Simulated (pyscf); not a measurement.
PySCF, gas phase, ωB97X-D3(BJ)/def2-SVP geometries.

Question: H₂N–Si(OH)(Cl)–Cl (SMILES N[Si](O)(Cl)Cl) + HCl (SMILES Cl) -> H₂N–Si(Cl)(Cl)–Cl (SMILES N[Si](Cl)(Cl)Cl) + H₂O (SMILES O)
Surface: singlet. Broken: O–Si, Cl–H. Formed: Cl–Si, H–O. Give ΔE‡ and ΔE from ωB97M-D3(BJ)/def2-TZVP, relative to the separated reactants.

Answer: ΔE‡ = 17.2 kcal/mol, ΔE = +4.2 kcal/mol. Zero-point energy shifts the barrier by +1.7 kcal/mol. It is a four-centre exchange, with an imaginary mode of 382i cm⁻¹. On the reactant side the descent ends in a complex, 6.3 kcal/mol under the separated species and 22.1 kcal/mol under the saddle at ωB97X-D3(BJ)/def2-TZVP. On the product side the descent ends in an adduct with a O–Si contact, 8.1 kcal/mol over the separated species and 5.7 kcal/mol under the saddle at ωB97X-D3(BJ)/def2-TZVP. What is counted as broken (O–Si) persists as a longer contact in the product adduct; parting that adduct is a step of its own. The same reactants have a lower exit, to HO–Si(Cl)(Cl)–Cl + NH₃ (barrier +11.0 kcal/mol at ωB97M-D3(BJ), against +17.2 kcal/mol here). One saddle was located; it need not be the lowest between these sides.
